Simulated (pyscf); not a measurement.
One four-centre exchange on the singlet surface with elements of a group swapped. CCSD(T)/def2-TZVPP + ΔMP2(QZVPP), kcal/mol, from the separated reactants. Structures and frequencies: ωB97X-D3(BJ)/def2-SVP in PySCF. Correlated levels are frozen-core, on RHF or UHF. ΔMP2 is the change of the MP2 total energy from the triple- to the quadruple-zeta basis.

```json
[
 {"step": "`[BH2][NH2]` + `[FH]` → `[BH2][F]` + `[NH3]`", "barrier": "(withheld)", "reaction energy": "(withheld)", "imaginary mode (i cm⁻¹)": "696"},
 {"step": "`[BH2][NH2]` + `[ClH]` → `[BH2][Cl]` + `[NH3]`", "barrier": "15.6", "reaction energy": "+11.7", "imaginary mode (i cm⁻¹)": "1131"}
]
```

Question: What belongs in the gaps?

Answer: 
- `[BH2][NH2]` + `[FH]` → `[BH2][F]` + `[NH3]`, barrier: 12.0
- `[BH2][NH2]` + `[FH]` → `[BH2][F]` + `[NH3]`, reaction energy: +0.7

Row 1: On the reactant side the descent ends in a complex, 4.7 kcal/mol under the separated species and 13.9 kcal/mol under the saddle at ωB97X-D3(BJ)/def2-TZVP. On the product side the descent ends in an adduct with a B–N contact, 21.9 kcal/mol under the separated species and 31.6 kcal/mol under the saddle at ωB97X-D3(BJ)/def2-TZVP. Row 2: On the product side the descent ends in an adduct with a B–N contact, 28.5 kcal/mol under the separated species and 30.6 kcal/mol under the saddle at ωB97X-D3(BJ)/def2-TZVP. Each row is the saddle that its search found. The CCSD(T) − MP2 part came from Ansatz, without density fitting, on the same reference.
